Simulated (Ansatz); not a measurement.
Born–Oppenheimer molecular dynamics of C2H7Al (10 atoms, charge 0, multiplicity 1). It starts from a relaxed structure.

Theory: RKS B3LYP/STO-3G in Ansatz.

| Property | Result |
| --- | --- |
| ensemble | NVT, Nosé–Hoover chain |
| time step | 0.25 fs |
| steps asked | 250 |
| set temperature | 300 K |
| thermostat | time constant 100 fs, chain length 3 (defaults) |
| seed | 140950 |

First frame:

```xyz
10
Properties=species:S:1:pos:R:3
Al -0.079 0.103 -0.074
H -0.205 0.524 1.362
C 1.656 -0.037 -0.896
H 1.930 -1.103 -0.979
H 1.622 0.331 -1.935
C 2.812 0.699 -0.153
H 3.783 0.551 -0.656
H 2.632 1.785 -0.103
H 2.920 0.336 0.882
H -1.301 -0.238 -0.877
```

Task: How far do the bonds stretch over the last three quarters of this one trajectory? (Pairs bonded in most of those frames.)

Result: 
```
   bond  mean (Å)  spread (Å)  shortest  longest
 Al1–H2     1.503       0.006      1.49     1.51
 Al1–C3     1.930       0.046      1.86     2.00
Al1–H10     1.502       0.010      1.49     1.52
  C3–H4     1.106       0.030      1.06     1.15
  C3–H5     1.105       0.017      1.08     1.14
  C3–C6     1.567       0.016      1.52     1.59
  C6–H7     1.103       0.003      1.10     1.11
  C6–H8     1.103       0.012      1.08     1.12
  C6–H9     1.103       0.020      1.07     1.13
```

Mean temperature of the second half: 164 K. The conserved energy stayed within 0.054 meV per atom of its start (net change 0.032 meV per atom), so the integration is sound. The mean temperature of the second half is 45 % below the set value. A run of 0.062 ps of so small a system gives no equilibrium averages. Limits of this set-up: minimal basis.

Run time: 5 min on 1 thread of Arm Neoverse V1, on a shared host, peak memory 0.077 GiB.
